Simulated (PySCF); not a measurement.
# CO(OH)₂ → CO₂ + H₂O

Level: PBE0 in the def2-TZVP basis family, all electrons, no relativity, computed in PySCF with density fitting; open shells unrestricted.

| species | state and structure | E (Eh) | ZPE (kJ/mol) | H(298 K) − H(0) (kJ/mol) | S° (J/(mol K)) |
| --- | --- | --- | --- | --- | --- |
| CO(OH)₂ | singlet, C2v, C–O 1.200 Å, C–O 1.331 Å (×2), O–H 0.965 Å (×2); C–O–H 106.3° (×2), O–C–O 108.9°, O–C–O 125.6° (×2) | -264.84645 | 105.4 | 12.1 | 262.7 |
| CO₂ | singlet, D∞h, C–O 1.157 Å (×2) | -188.46656 | 31.3 | 9.3 | 213.5 |
| H₂O | singlet, C2v, O–H 0.960 Å (×2); H–O–H 105.1° | -76.37736 | 56.5 | 9.9 | 188.7 |

Task: What is the electronic reaction energy?

Result: At PBE0/def2-TZVP, ΔE = 6.6 kJ/mol from the differences of the total energies times 2625.5, uphill. 

Task: Add zero-point, thermal and entropy terms for 298.15 K and 1 bar.

Result: ΔZPE = -17.6 and Δ[H(298) − H(0)] = 7.1 kJ/mol give ΔH° = -3.9 kJ/mol. ΔS° = 139.5 J/(mol K), so ΔG° = -3.9 − 298.15 × (0.1395) = -45 kJ/mol and log₁₀K = 8.0.

Each species is the lowest minimum found with this bonding; other isomers or fragments can lie lower.
